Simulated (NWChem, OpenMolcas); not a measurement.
**NWChem → OpenMolcas**

This NWChem 7.3.0 job computes [AlH4]− (SMILES [AlH4-]):

input.xyz:
```
5

Al    -0.000020     0.000060    -0.001080
H      1.443510    -0.504270     0.556410
H     -1.182970    -0.604500     0.939130
H     -0.203840    -0.517130    -1.530710
H     -0.056670     1.625850     0.036250
```

input.nw:
```
start input
memory stack 880 mb heap 220 mb global 1100 mb
charge -1
geometry noautosym nocenter noautoz
load format xyz input.xyz
end
basis spherical bse
* library def2-SVP
end
scf
thresh 1e-08
maxiter 80
end
task scf gradient
```

```bash
$ nwchem input.nw > input.out
```

The shape comes from GFN2-xTB, which is rough for such elements, and wasn't checked as a minimum.

Without diffuse functions such a state is poorly described.

It gives a total energy of -244.157601 Eh.

Question: Write the same calculation for OpenMolcas 26.06 as an input file of the program's own.

Answer: For example:

test.inp:
```
&GATEWAY
BasLib=$CurrDir
Coord
5
angstrom
Al      -0.000020       0.000060      -0.001080
H        1.443510      -0.504270       0.556410
H       -1.182970      -0.604500       0.939130
H       -0.203840      -0.517130      -1.530710
H       -0.056670       1.625850       0.036250
Basis=def2-SVP
Group=NoSym
&SEWARD
&SCF
Charge=-1
Thresholds=1e-10 1e-07 1e-07 1e-05
PrOrbitals=1 1
&ALASKA
```

```bash
$ export MOLCAS_MEM=1860
$ pymolcas test.inp > test.log
```

(Basis files named in the input come from the Basis Set Exchange and aren't shown.)

Its energy is -244.157601 Eh, the same as the first but for the last digit, at most.
